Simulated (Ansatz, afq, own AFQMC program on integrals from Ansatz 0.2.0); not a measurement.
Integrals from Ansatz 0.2.0, then the random walk in our own AFQMC program (afq).

```yaml
crystal:
  periodic: [false, false, false]
  atoms:
    - {symbol: B, position_ang: [0.000000, 0.000000, 0.000000]}
    - {symbol: H, position_ang: [1.193377, 0.014556, -0.000258]}
    - {symbol: H, position_ang: [-0.609294, 1.026213, -0.002837]}
    - {symbol: H, position_ang: [-0.584082, -1.040768, 0.003095]}
basis:
  gaussian: {orbitals: cc-pVDZ}
magnetization: {spin_polarized: false}
correlation: {method: ccsd_t, electrons: outside_noble_gas, hamiltonian_folder: ham}
```

```sh
$ ansatz run in.yaml --threads 1 --pin off --events-out ev --progress --plain --max-ram 16896MiB --backend cuda --devices 0, --max-vram 18GiB
```

afq runs on the folder ham with

```
--method phaseless --trial hf --walkers 4000 --populations 20 --least-time 40 --time-step 0.005 --steps-per-block 20 --equilibration-blocks 112 --max-blocks 4000 --target-error 0.0007499999999999999 --factor-cut 1e-05 --seed 8866 --taylor-order 6
```

Times are imaginary, in 1/Eh. The walk had a cap of 49 s. With eight or more populations the least sampling time is a fifth of least-time, and the error comes from their spread.

afq prints:

```
orbitals 28  electrons 3 3  factors 207 of 259
reference energy -26.39077278 Eh
CCSD correlation -0.11612221 Eh in 9 cycles, weight of the determinant in the CISD state 0.9438
energy of the start -26.390773 Eh
 block  time / (1/Eh)  mean weight  energy / Eh
     1     0.100  1.0004  -26.414311
     2     0.200  1.0005  -26.432052
     3     0.300  1.0008  -26.446266
     4     0.400  1.0007  -26.457949
     5     0.500  1.0003  -26.467167
     8     0.800  1.0004  -26.484138
    13     1.300  1.0002  -26.499166
    25     2.500  1.0001  -26.508165
    33     3.300  0.9998  -26.507059
    37     3.700  0.9999  -26.507155
    49     4.900  1.0000  -26.507335
    61     6.100  0.9999  -26.510446
    73     7.300  1.0000  -26.509274
    85     8.500  1.0001  -26.509840
    97     9.700  1.0001  -26.511062
   109    10.900  0.9999  -26.511458
   121    12.100  0.9999  -26.510760
   133    13.300  1.0001  -26.512771
   145    14.500  1.0002  -26.511360
   157    15.700  1.0002  -26.514820
   169    16.900  0.9999  -26.508373
   181    18.100  0.9999  -26.512889
   189    18.900  1.0000  -26.509782
error from the spread of 20 populations
energy -26.510202 +/- 0.000506 Eh
(rows thinned)
```

The run passed its tests (sampling time, drift between the halves within three errors, error under three times the target), which doesn't prove that it has relaxed.

Against this walk (error 13.8 meV) on the same determinant: CCSD(T) 48.8 meV higher, CCSDT(Q) 38.2 meV higher, CCSDTQ 38.0 meV higher, full CI 38.0 meV higher, a separate phaseless walk with a CISD trial and standard settings 37.4 ± 13.8 meV higher. The error is statistical and leaves out the bias of the constraint.

Cautions: constraint bias not in the error.

The walk took 9.9 s on 1 × NVIDIA H100 80GB HBM3 with 2 threads of AMD EPYC 7R13 Processor (Zen 3), with other jobs on the host (the card was shared). The log's last line is the phaseless energy.

CCSDT and higher add their correlation energy to the determinant of the CCSD(T) run, since their own runs factorise the integrals more tightly (a shift of under 2 meV). A walk keeps the symmetry of its determinant, which the program's search chose and which needn't be the lowest solution, so a lower state of the same spin and another symmetry isn't excluded.
